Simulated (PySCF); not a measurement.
## cyanoallene: 4 charge schemes on one density

Species: cyanoallene, C4H3N.
Structure used (GFN2-xTB), in Å, numbered top down from 1:
```
atom  x, y, z in Å
C1    -1.670   -0.168    0.010
C2    -0.435    0.201   -0.009
C3     0.822    0.560   -0.026
C4     1.867   -0.385    0.002
N5     2.730   -1.140    0.024
H6    -2.209   -0.296    0.935
H7    -2.218   -0.361   -0.898
H8     1.122    1.599   -0.062
```

Density: PBE0/pcSseg-1 (PySCF); schemes: Mulliken, IAO, Hirshfeld and ESP-fitted. Isolated species at its GFN2-xTB geometry, gas phase.

**Question.** Which atoms carry the highest charge in the Mulliken, IAO, Hirshfeld and ESP-fitted schemes?

**Answer.** The schemes don't all agree: Mulliken H8 (+0.181); IAO H8 (+0.201); Hirshfeld H8 (+0.079); ESP-fitted C4 (+0.549).

**Question.** At which atom do the 4 schemes differ most?

**Answer.** At C3: from -0.543 (ESP-fitted) to -0.044 e (Hirshfeld), 0.499 e apart.

**Question.** What partial charge does each atom carry?

**Answer.** In e:

| atom | environment | Mulliken | IAO | Hirshfeld | ESP-fitted |
| --- | --- | --- | --- | --- | --- |
| C1 | outer carbon of cumulated double bonds | -0.109 | -0.336 | -0.084 | -0.569 |
| C2 | central carbon of cumulated double bonds | -0.059 | +0.088 | +0.043 | +0.300 |
| C3 | outer carbon of cumulated double bonds | -0.225 | -0.245 | -0.044 | -0.543 |
| C4 | nitrile carbon | +0.119 | +0.148 | +0.076 | +0.549 |
| N5 | nitrile nitrogen | -0.246 | -0.237 | -0.219 | -0.499 |
| H6 | hydrogen on C1 | +0.170 | +0.190 | +0.075 | +0.252 |
| H7 | hydrogen on C1 | +0.170 | +0.190 | +0.075 | +0.253 |
| H8 | hydrogen on C3 | +0.181 | +0.201 | +0.079 | +0.256 |

Mean size of the charges over all atoms: ESP-fitted 0.403 e, IAO 0.204 e, Mulliken 0.160 e, Hirshfeld 0.087 e. Each set sums to the total charge, 0, to within 0.001 e. The Mulliken scheme counts on each atom the diagonal of the density matrix times the overlap matrix over that atom's basis functions. The IAO scheme counts the electrons in orthogonalised intrinsic atomic orbitals, a minimal basis polarised so that it spans the occupied orbitals exactly.

**Question.** How many electrons does the Hirshfeld scheme count on N5?

**Answer.** Z − q = 7 − (-0.219) = 7.219.

**Question.** Sum the charges by element, for elements with more than one atom.

**Answer.** 
| element | atoms | Mulliken | IAO | Hirshfeld | ESP-fitted |
| --- | --- | --- | --- | --- | --- |
| C | 4 | -0.274 | -0.344 | -0.010 | -0.263 |
| H | 3 | +0.520 | +0.582 | +0.229 | +0.762 |

**Question.** How closely do the schemes follow one another over all atoms?

**Answer.** Correlation coefficient and root-mean-square difference: IAO with ESP-fitted 0.95, 0.232 e; Mulliken with IAO 0.90, 0.097 e; Mulliken with Hirshfeld 0.87, 0.096 e; IAO with Hirshfeld 0.86, 0.138 e; Hirshfeld with ESP-fitted 0.85, 0.344 e; Mulliken with ESP-fitted 0.84, 0.298 e.
